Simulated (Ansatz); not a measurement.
Born–Oppenheimer molecular dynamics of C2H6Al (9 atoms, charge 1, multiplicity 1). It goes on from the last frame of an earlier run, with new velocities.

Method: RKS revPBE/6-31G* in Ansatz 0.2.0.

```json
{
 "ensemble": "NVT, Langevin thermostat",
 "time step": "1 fs",
 "steps asked": "100",
 "set temperature": "400 K",
 "friction": "0.05 /fs",
 "seed": "129283"
}
```

First frame:

```xyz
9
Properties=species:S:1:pos:R:3
C -0.919 1.338 -1.091
Al -0.050 0.024 0.081
C 0.962 -1.347 1.008
H -1.876 0.939 -1.469
H -0.228 1.324 -1.908
H -1.035 2.380 -0.732
H 1.362 -2.055 0.262
H 0.374 -1.936 1.728
H 1.800 -0.915 1.538
```

Problem. What does the run give?

Solution. All steps were run.

```json
{
 "steps done": "100",
 "time covered": "100 fs",
 "mean temperature over the second half": "316 K",
 "spread of the potential energy over the second half": "10.6 meV per atom",
 "mean potential energy of the second half above the start": "27.3 meV per atom"
}
```

The mean temperature of the second half is 21 % below the set value. A run of 0.1 ps of so small a system gives no equilibrium averages. Limits of this set-up: the dipole of an ion depends on the origin.

Problem. What happens to the structure?

Solution. The same pairs are bonded in the first frame and the last. Pairs count as bonded within 1.25 times the sum of covalent radii (0.12 Å more for H–H). This is one draw of velocities; another would differ in detail.

Problem. How do temperature and energy run in time?

Solution. 
```json
{"time (fs)": "0.0", "T (K)": "356", "potential energy less start (eV)": "0.000"}
{"time (fs)": "8.0", "T (K)": "287", "potential energy less start (eV)": "0.144"}
{"time (fs)": "16.0", "T (K)": "163", "potential energy less start (eV)": "0.325"}
{"time (fs)": "24.0", "T (K)": "288", "potential energy less start (eV)": "0.080"}
{"time (fs)": "32.0", "T (K)": "323", "potential energy less start (eV)": "0.201"}
{"time (fs)": "40.0", "T (K)": "375", "potential energy less start (eV)": "0.235"}
{"time (fs)": "48.0", "T (K)": "452", "potential energy less start (eV)": "0.221"}
{"time (fs)": "56.0", "T (K)": "279", "potential energy less start (eV)": "0.162"}
{"time (fs)": "64.0", "T (K)": "200", "potential energy less start (eV)": "0.403"}
{"time (fs)": "72.0", "T (K)": "410", "potential energy less start (eV)": "0.073"}
{"time (fs)": "80.0", "T (K)": "264", "potential energy less start (eV)": "0.322"}
{"time (fs)": "88.0", "T (K)": "312", "potential energy less start (eV)": "0.377"}
{"time (fs)": "96.0", "T (K)": "258", "potential energy less start (eV)": "0.309"}
```

The run took 110 s on 1 thread of AMD EPYC 7R43 64-Core Processor (Zen 3) (shared host), peak memory 0.1 GiB.
